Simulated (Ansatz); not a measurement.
**CH7AlSi (SMILES [CH3][AlH][SiH3]): levels of theory compared**

Wanted: a comparison of 6 runs (B3LYP/6-31G*, B3LYP/cc-pVDZ, BLYP/cc-pVDZ, SVWN5/cc-pVDZ, RPA@PBE0/cc-pVDZ, CCSD/cc-pVDZ) of CH7AlSi. 

The results are computed with Ansatz 0.2.0.

68 further runs of the same task are left out: 68 set aside as unsound or not needed.

## 1. Starting point

The species is CH7AlSi (10 atoms), meant as a singlet with charge 0. SMILES: `[CH3][AlH][SiH3]`. The Si3–H9 distance was set to 1.942 Å, away from the relaxed value.

Bond lengths: C1–Al2 1.953 Å, Al2–Si3 2.461 Å, C1–H4 1.096 Å, C1–H5 1.092 Å, C1–H6 1.096 Å, Al2–H7 1.593 Å, Si3–H8 1.494 Å, Si3–H10 1.490 Å. Some angles: C1–Al2–Si3 120.6°, C1–Al2–H7 118.9°, Si3–Al2–H7 120.4°, Al2–C1–H4 110.5°, Al2–C1–H5 113.7°, Al2–C1–H6 110.2°, Al2–Si3–H8 110.9°, Al2–Si3–H10 114.1°, H4–C1–H5 108.0°, H4–C1–H6 106.2°. A long bond or contact: Si3–H9 1.942 Å.

## 2. A single-point energy at B3LYP/6-31G(d) (spherical functions) (run 1)

The input, run.yaml:

```yaml
crystal:
  periodic: [false, false, false]
  atoms:
    - symbol: C
      position_ang: [-1.379947, 0.753499, -1.183350]
    - symbol: Al
      position_ang: [0.457553, 0.095799, -1.111850]
    - symbol: Si
      position_ang: [1.210153, -1.321001, 0.754450]
    - symbol: H
      position_ang: [-1.860747, 0.445599, -2.118450]
    - symbol: H
      position_ang: [-2.002147, 0.410399, -0.354350]
    - symbol: H
      position_ang: [-1.389547, 1.849299, -1.181350]
    - symbol: H
      position_ang: [1.465353, 0.495499, -2.278650]
    - symbol: H
      position_ang: [0.383353, -2.561301, 0.850050]
    - symbol: H
      position_ang: [1.000200, -0.395000, 2.448500]
    - symbol: H
      position_ang: [2.635053, -1.747301, 0.659450]
basis:
  gaussian: {orbitals: 6-31G_st_-spherical.json}
output: {orbitals: {seedname: orbitals}}
total_charge: 0
hamiltonian: {xc: {name: B3LYP}}
magnetization: {spin_polarized: false}
accuracy: high
```

The basis set 6-31G* is read from a file made from the Basis Set Exchange's data (not shown).

Started as:

```
$ ansatz run run.yaml --threads 1 --pin off --max-ram 3480MiB --events-out events.jsonl --progress --plain --runs-dir runs
```

The log of the run:

```text
Warning: RAYON_NUM_THREADS=1 ignored (pool sized by the plan → 1); use --threads N
Functional definition: B3LYP
  name "B3LYP"
  parameter a0 = 0.2
  parameter ax = 0.72
  parameter ac = 0.81
  exchange = (1 - a0 - ax)*slater_x + ax*b88_x + a0*exact_x
  correlation = (1 - ac)*vwn_rpa_c + ac*lyp_c
1484 factors; integrals over basis functions are off by at most 3.8e-9 eV
mean field evaluation 1: about -15619.3879 eV, gradient 4.6e1 eV
mean field evaluation 2: about -15615.9752 eV, gradient 5.4e1 eV
mean field evaluation 4: about -15624.5347 eV, gradient 1.3e0 eV
mean field evaluation 8: about -15624.6718 eV, gradient 4.3e-2 eV
mean field evaluation 16: about -15624.6718 eV, gradient 6.7e-6 eV
mean field -15624.67177368 eV, -574.1960968999 hartree, gradient 1.4e-8 eV, S^2 0.000000; 0 other end points of the search recorded, 0 dependent functions left out
reference -15624.67182078 eV, -574.1960986307 hartree; 20, 20 occupied and 44, 44 virtual orbitals, 1484 factors
Total energy: -15624.67182078 eV, -574.1960986307 hartree
```

Wall time 6.6 s (1 thread of Arm Neoverse V1, shared host); peak memory 0.2 GiB.

## 3. A single-point energy at B3LYP/cc-pVDZ (run 2)

The input, job.yaml:

```yaml
crystal:
  periodic: [false, false, false]
  atoms:
    - {symbol: C, position_ang: [-1.379947, 0.753499, -1.183350]}
    - {symbol: Al, position_ang: [0.457553, 0.095799, -1.111850]}
    - {symbol: Si, position_ang: [1.210153, -1.321001, 0.754450]}
    - {symbol: H, position_ang: [-1.860747, 0.445599, -2.118450]}
    - {symbol: H, position_ang: [-2.002147, 0.410399, -0.354350]}
    - {symbol: H, position_ang: [-1.389547, 1.849299, -1.181350]}
    - {symbol: H, position_ang: [1.465353, 0.495499, -2.278650]}
    - {symbol: H, position_ang: [0.383353, -2.561301, 0.850050]}
    - {symbol: H, position_ang: [1.000200, -0.395000, 2.448500]}
    - {symbol: H, position_ang: [2.635053, -1.747301, 0.659450]}
basis:
  gaussian:
    orbitals: cc-pVDZ
hamiltonian:
  xc: {name: B3LYP}
accuracy: high
output: {orbitals: {seedname: orbitals}}
```

Started as:

```
$ ansatz run job.yaml --threads 1 --pin off --max-ram 3480MiB --events-out events.jsonl --progress --plain --runs-dir runs
```

The log of the run (excerpt; [...] marks lines left out):

```text
Warning: RAYON_NUM_THREADS=1 ignored (pool sized by the plan → 1); use --threads N
[... 7 set-up lines as earlier in the session ...]
2011 factors; integrals over basis functions are off by at most 4.0e-9 eV
mean field evaluation 1: about -15619.4480 eV, gradient 4.9e1 eV
mean field evaluation 2: about -15614.9885 eV, gradient 5.9e1 eV
mean field evaluation 4: about -15625.4471 eV, gradient 1.6e0 eV
mean field evaluation 8: about -15625.5483 eV, gradient 1.1e-1 eV
mean field evaluation 16: about -15625.5484 eV, gradient 9.9e-6 eV
mean field -15625.54837066 eV, -574.2283112448 hartree, gradient 1.0e-7 eV, S^2 0.000000; 0 other end points of the search recorded, 0 dependent functions left out
reference -15625.54841846 eV, -574.2283130014 hartree; 20, 20 occupied and 65, 65 virtual orbitals, 2011 factors
Total energy: -15625.54841846 eV, -574.2283130014 hartree
```

It took 8.1 s on 1 thread of Arm Neoverse V1, shared host; peak memory 0.28 GiB.

Runs 3 to 5 aren't shown in full; the table further down has their settings and results.

## 4. The energy at CCSD/cc-pVDZ (run 6)

The input, molecule.yaml:

```yaml
crystal:
  periodic: [false, false, false]
  atoms:
    - symbol: C
      position_ang: [-1.379947, 0.753499, -1.183350]
    - symbol: Al
      position_ang: [0.457553, 0.095799, -1.111850]
    - symbol: Si
      position_ang: [1.210153, -1.321001, 0.754450]
    - symbol: H
      position_ang: [-1.860747, 0.445599, -2.118450]
    - symbol: H
      position_ang: [-2.002147, 0.410399, -0.354350]
    - symbol: H
      position_ang: [-1.389547, 1.849299, -1.181350]
    - symbol: H
      position_ang: [1.465353, 0.495499, -2.278650]
    - symbol: H
      position_ang: [0.383353, -2.561301, 0.850050]
    - symbol: H
      position_ang: [1.000200, -0.395000, 2.448500]
    - symbol: H
      position_ang: [2.635053, -1.747301, 0.659450]
basis:
  gaussian: {orbitals: cc-pVDZ}
correlation: {method: ccsd, frozen_orbitals: {Al: 5, C: 1, H: 0, Si: 5}}
accuracy: high
scf: {omitted_lower_state_checks: [cluster_reference, increment]}
```

Started as:

```
$ ansatz run molecule.yaml --threads 1 --pin off --max-ram 3480MiB --events-out events.jsonl --progress --plain --runs-dir runs
```

The log of the run (excerpt; [...] marks lines left out):

```text
Warning: RAYON_NUM_THREADS=1 ignored (pool sized by the plan → 1); use --threads N
Functional definition: HF
  name "HF"
[...]
2011 factors; integrals over basis functions are off by at most 4.0e-9 eV
[...]
mean field -15585.05797225 eV, -572.7403165486 hartree, gradient 3.3e-8 eV, S^2 0.000000; 0 other end points of the search recorded, 0 dependent functions left out
11 core orbitals not correlated: weight in the atoms' cores, before any rotation towards them, 1.000 or more for the frozen orbitals, at most 0.000 for the correlated occupied ones
reference -15585.05797225 eV, -572.7403165486 hartree; 9, 9 occupied and 65, 65 virtual orbitals, 2011 factors
second order -8.70827433 eV of doubles, -0.00000000 eV of singles
cycle   1  -9.86639746 eV  change    -1.2e0 eV  update   8.6e-2
[...]
cycle  22  -10.33944817 eV  change   1.5e-10 eV  update   1.3e-9
Total energy: -15595.39742042 eV, -573.1202842604 hartree
Checks for a lower state left out: cluster_reference, increment
```

Wall time 11 s (1 thread of Arm Neoverse V1, shared host); peak memory 0.44 GiB.

## 5. All runs side by side

| run | level | frozen core orbitals | energy (Eh) | HOMO energy (eV) | LUMO energy (eV) | HOMO–LUMO gap (eV) | wall time |
| --- | --- | --- | --- | --- | --- | --- | --- |
| 1 | B3LYP/6-31G* (spherical functions) | – | -574.196099 | -7.12 | -1.98 | 5.14 | 6.6 s |
| 2 | B3LYP/cc-pVDZ | – | -574.228313 | -7.16 | -2.06 | 5.09 | 8.1 s |
| 3 | BLYP/cc-pVDZ | – | -574.134183 | -6.13 | -2.48 | 3.65 | 6.9 s |
| 4 | SVWN5/cc-pVDZ | – | -571.532323 | -6.32 | -2.79 | 3.53 | 5.1 s |
| 5 | RPA@PBE0/cc-pVDZ | 11 | -573.279761 | – | – | – | 13 s |
| 6 | CCSD/cc-pVDZ | 11 | -573.120284 | – | – | – | 11 s |

## 6. Summary of results

| quantity | value |
| --- | --- |
| run 6: total energy | -573.12028 Eh |
| run 6: correlation energy (11 core orbitals frozen) | -380.0 mEh |
| run 6: T1 diagnostic | 0.013 |

**Reading.** Over runs 1, 2, 3, 4 the HOMO–LUMO gap runs from 3.53 eV (SVWN5/cc-pVDZ) to 5.14 eV (B3LYP/6-31G*). The two ends differ in method and basis. Totals of different functionals can't be ranked against each other. All runs together took 50 s, the longest 13 s.
